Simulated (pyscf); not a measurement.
## Insertion: H₃Si–AsH–SiH₃ + silylene (SiH₂) [singlet] → H₃Si–As(SiH₃)–SiH₃

Gas phase, singlet surface, charge 0. Bonds broken: As2–H7. Bonds formed: As2–Si11, H7–Si11. Optimised with ωB97X-D3(BJ)/def2-SVP in PySCF.

Transition state (Å):

```xyz
13

Si    -2.4225     0.8747     0.6404
As    -0.5145    -0.3495     1.2420
Si    -0.0484    -0.9617    -1.0052
H     -3.3162    -0.0300    -0.1430
H     -3.0883     1.3260     1.8910
H     -2.0483     2.0389    -0.2099
H      0.8147     0.7468     0.6882
H      1.3704    -1.4054    -1.0996
H     -0.2786     0.1864    -1.9298
H     -0.9630    -2.0843    -1.3645
Si     0.5092     1.7959     1.9455
H      0.5715     2.7274     0.7608
H      1.9438     1.4810     2.2646
```

One imaginary mode, 513i cm⁻¹; descent along it reached the two sides named, in the forms told below.

| bond | change | reactant side (Å) | saddle | product side |
|---|---|---|---|---|
| As2–H7 | breaks | 1.598 | 1.810 | 3.2 |
| As2–Si11 | forms | 2.7 | 2.479 | 2.343 |
| H7–Si11 | forms | 1.874 | 1.666 | 1.491 |

Electronic energies relative to the separated reactants (kJ/mol):

| level | barrier | reaction energy | reverse barrier |
|---|---|---|---|
| ωB97X-D3(BJ)/def2-TZVP | -48.9 | -313.9 | 265.1 |
| PBE/def2-TZVP | -65.5 | -276.6 | 211.0 |
| r²SCAN/def2-TZVP | -65.9 | -298.8 | 232.9 |
| B3LYP-D3(BJ)/def2-TZVP | -38.3 | -277.4 | 239.1 |
| PBE0-D3(BJ)/def2-TZVP | -63.8 | -298.6 | 234.8 |
| M06-2X/def2-TZVP | -39.7 | -279.9 | 240.2 |
| ωB97M-D3(BJ)/def2-TZVP | -25.0 | -271.5 | 246.4 |
| HF/def2-TZVP | 61.0 | -246.0 | 307.0 |

With ωB97M-D3(BJ)/def2-TZVP energies and thermal terms (ideal gas, 1 atm, RRHO with modes under 100 cm⁻¹ raised to 100, one conformer, R ln 2 for chiral ones without a mode under 150 cm⁻¹), in kJ/mol:

```json
[
 {"T (K)": "298", "ΔH‡": "-22.8", "ΔG‡": "25.1", "ΔH": "-258.2", "ΔG": "-209.4"},
 {"T (K)": "600", "ΔH‡": "-21.4", "ΔG‡": "73.2", "ΔH": "-256.1", "ΔG": "-160.5"},
 {"T (K)": "900", "ΔH‡": "-19.0", "ΔG‡": "119.9", "ΔH": "-252.4", "ΔG": "-113.5"},
 {"T (K)": "1200", "ΔH‡": "-16.3", "ΔG‡": "165.8", "ΔH": "-248.3", "ΔG": "-67.8"}
]
```

On the reactant side the descent ends in an adduct with a As–Si contact, 59.7 kJ/mol under the separated species and 10.8 kJ/mol under the saddle at ωB97X-D3(BJ)/def2-TZVP. At ωB97X-D3(BJ), B3LYP-D3(BJ), PBE0-D3(BJ), M06-2X, ωB97M-D3(BJ) the saddle lies under the separated reactants, which points to a path from their complex (located at ωB97X-D3(BJ) alone). At PBE, r²SCAN this geometry lies under the reactants; that is no barrier but a single point on another level's saddle; such a level's own saddle, if it has one, lies nearer that side and is low. What is counted as formed (As–Si) is already present as a longer contact in the reactant adduct; forming that adduct is a step of its own. This is the saddle that the search found; another between the same sides may lie lower. Elements up to Kr have no core potential and no relativistic terms here.
